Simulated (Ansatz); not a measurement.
The same path of C3H7N (11 atoms, charge 0, multiplicity 1) was run twice with different band settings. The coordinate that changes most is the height of N4 over the plane of its neighbours.

All numbers below come from Ansatz, RKS PBE0-D4/STO-3G.

Relaxed end points:

```xyz
11
Properties=species:S:1:pos:R:3
C -0.348 1.427 -0.139
C 0.072 0.155 -0.117
C -0.182 -0.791 1.054
N 0.907 -0.415 -1.150
H -0.147 2.082 -0.988
H -0.892 1.855 0.701
H -0.743 -1.679 0.727
H 0.771 -1.135 1.481
H -0.757 -0.283 1.837
H 0.783 0.125 -2.039
H 0.602 -1.399 -1.347
```

```xyz
11
Properties=species:S:1:pos:R:3
C -0.346 1.428 -0.138
C -0.026 0.127 -0.158
C -0.224 -0.802 1.036
N 0.428 -0.553 -1.350
H -0.199 2.068 -1.009
H -0.779 1.886 0.750
H -0.911 -1.620 0.775
H 0.731 -1.252 1.346
H -0.641 -0.249 1.886
H 0.845 0.142 -2.014
H 1.187 -1.232 -1.103
```

Common settings: climbing image yes; spring 5.0 eV/Å²; optimiser quadratic models (default); start path through a guess of the saddle point; force threshold 0.05 eV/Å; iteration limit 60; end points relaxed.

| run | movable images |
| --- | --- |
| 1 | 7 |
| 2 | 2 |

(1) What does each run give, and how far can it be trusted?

## Answers

(1) Run 1: converged after 7 iterations, highest image 0.147 eV above the first end. A vibrational analysis at the climbing image gives one clearly imaginary mode, 563i cm⁻¹: a first-order saddle point.
Run 2: converged after 8 iterations, highest image 0.147 eV above the first end. Another band between the same ends (7 images) ends at a top of the same energy, where a vibrational analysis finds 1 clearly imaginary mode. So few images can step over the top or miss a turn of the path.
Limits of this set-up: minimal basis.
